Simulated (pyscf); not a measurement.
Single points on ωB97X-D3(BJ)/def2-SVP structures (PySCF, gas phase).

SMILES: C=CC(C)Br
```xyz
12

C     -1.5785     0.2786    -2.4382
C     -0.7840    -0.6595    -1.9220
C     -0.7130    -0.9835    -0.4603
C      0.6879    -0.8435     0.1179
Br    -1.3314    -2.8299    -0.1990
H     -2.2590     0.8617    -1.8076
H     -1.5811     0.4959    -3.5104
H     -0.1156    -1.2402    -2.5702
H     -1.4320    -0.3703     0.0998
H      1.0238     0.2009     0.0119
H      1.3962    -1.4943    -0.4174
H      0.7040    -1.1159     1.1831
```

**Question.** What is the homolytic dissociation enthalpy (298 K, ωB97M-D3(BJ)/def2-TZVP) of the C–C bond of H₂C=CH–CH(CH₃)–Br (SMILES C=CC(C)Br), to •HC=CH₂ + H₃C–CH•–Br?

**Answer.** C–C to •HC=CH₂ + H₃C–CH•–Br: 412.2 kJ/mol. The 7 functionals that were run give +373.6 (r²SCAN) to +414.0 kJ/mol (ωB97X-D3(BJ)). The radicals are drawn with the spin at the cut bond; how far it spreads was not checked. Other isomers of •HC=CH₂, H₃C–CH•–Br were not searched in full and may lie lower. Elements up to Kr have no core potential and no relativistic terms here.
